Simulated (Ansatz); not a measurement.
This geometry of FH₃NSi (6 atoms, charge 0, multiplicity 2) is a first-order saddle point.

The calculation used UKS PBE/def2-SVP (Ansatz 0.2.0).

```xyz
6
Properties=species:S:1:pos:R:3
N -0.616 0.194 -0.676
Si 0.097 -0.267 0.840
F 1.539 -1.035 0.593
H -1.438 -0.319 -1.005
H -0.003 0.418 -1.468
H 0.462 0.945 1.670
```

Task: Which two structures does it join? (They come from a converged band through this point; their orientation in space is the band's.)

Result: No bond is made or broken. The dihedral H5–N1–Si2–F3 goes from 65 to -153°. The two ends are copies of one structure, up to a mirror image or an exchange of like atoms.

First end point:

```xyz
6
Properties=species:S:1:pos:R:3
N -0.362 0.215 -0.761
Si 0.200 -0.536 0.707
F 1.837 -0.710 0.593
H -1.226 0.764 -0.722
H -0.282 -0.266 -1.661
H -0.125 0.468 1.798
```

Last end point:

```xyz
6
Properties=species:S:1:pos:R:3
N -0.363 0.214 -0.762
Si 0.200 -0.535 0.707
F 1.837 -0.709 0.595
H -0.284 -0.270 -1.661
H -1.225 0.765 -0.723
H -0.122 0.471 1.798
```

Task: How far does it lie above each of them?

Result: 0.074 eV above the first and 0.074 eV above the second. This is the barrier of this one path; another mechanism may lie lower.

Run time: 84 s on 1 CPU thread of a shared host.
